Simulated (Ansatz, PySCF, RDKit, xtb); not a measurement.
# Which structure has the formula CH3FSi?

Task: start from the formula CH3FSi, draw up candidate structures, narrow them down in stages, and characterise the one that lies lowest at 298.15 K.

The funnel: GFN2-xTB relaxations, single points with a density functional, relaxations at B3LYP/6-31G*, harmonic vibrations, and a last energy at a higher level. All values are calculated.

4 further runs of the same task are left out: 4 set aside as unsound or not needed.

## Step 1: Candidates

A program enumerates the bonding patterns with one Lewis structure each (two rings at most, one unusual centre or charged pair), with their diastereomers. O–O, O–halogen and N–halogen bonds and N–N–N chains are not drawn. That gives 10 candidates.

```
label       SMILES     spin
 c085       C[Si]F  triplet
 c205      FC[SiH]  singlet
 c254   F[C][SiH3]  triplet
 c393   F[C][SiH3]  singlet
 c410     C=[SiH]F  singlet
 c534      FC[SiH]  triplet
 c608  [CH][SiH2]F  triplet
 c667    FC=[SiH2]  singlet
 c679  [CH][SiH2]F  singlet
 c995       C[Si]F  singlet
```

Candidates are built by distance geometry, with a force field where one applies, in up to four conformers (letters a to d). 10 starts with atoms placed at random are added, to find patterns that the rules miss.

**Question.** With final energies at CCSD(T)/def2-TZVPP, which structure will this search put lowest in free energy, and by what margin?

| quantity | value |
| --- | --- |
| lowest structure found | C[Si]F, singlet, Cs |
| next finalist | C=[SiH]F, singlet, 10.8 kcal/mol higher in G |
| share at equilibrium, among the finalists | 100.0 % |
| harmonic wavenumbers, lowest and highest (B3LYP/6-31G*) | 84 and 3117 cm⁻¹ |
| rotational constants, same geometry | 0.7116, 0.2547, 0.1943 cm⁻¹ |
| dipole moment (PBE0/def2-TZVPD) | 1.63 D |
| HOMO energy (PBE0/def2-TZVPD) | -6.71 eV |
| LUMO energy (PBE0/def2-TZVPD) | -2.24 eV |
| HOMO–LUMO gap (PBE0/def2-TZVPD) | 4.46 eV |
| lowest excitation (TD-PBE0/def2-SVPD) | 3.22 eV (f = 0.032) |
| strongest of the states computed, same level | 7.28 eV (f = 0.344) |
| lowest triplet excitation, same level, Tamm-Dancoff | 1.73 eV |
| vertical ionisation energy | 8.98 eV |
| vertical electron affinity | 0.34 eV |
| vertical triplet less singlet | +1.78 eV |

The search ends on `C[Si]F`. Among the finalists first place is clear (10.8 kcal/mol); structures outside the list aren't covered. HF/STO-3G, r2SCAN-D4/def2-SVP, B3LYP/6-31G*, HF/def2-TZVPP and MP2/def2-TZVPP already put its bonding pattern lowest among the structures in one piece. The search is not exhaustive (a finite list of starts, one conformer a finalist), so a lower isomer can't be ruled out. Patterns outside the rules of the enumeration were met only by chance.
